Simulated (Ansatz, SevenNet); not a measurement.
For chalcopyrite AgInTe2, the machine-learned potential SevenNet-l3i5 (trained on PBE and PBE+U data) gives:

```
Item                           Result
---------------------  --------------
lattice parameter a           6.567 Å
lattice parameter c          13.038 Å
enthalpy of formation  -0.304 eV/atom
```

Problem. What does PBE in Ansatz (plane waves, PAW) give for the same quantities?

Solution. 
- lattice constant a: 6.567 Å (is nearly the same)
- lattice parameter c: 12.999 Å (drops by 0.3 %)
- formation enthalpy: -0.290 eV/atom (moves by +0.014 eV/atom)

Changes are worked out from the printed values.

Unless a cell is named, each level is at its own relaxed cell (SevenNet-l3i5 35.14, PBE 35.04 Å³/atom).

Levels without +SOC leave out spin–orbit coupling, which shifts energies and cells of such heavy elements.

Caveats: the gap of the solid is closed in this run (PBE). Ansatz's density-functional and Hartree–Fock values are scalar-relativistic unless marked +SOC, with PAW data made under PBE.

Ansatz is a quantum-chemistry and plane-wave program.
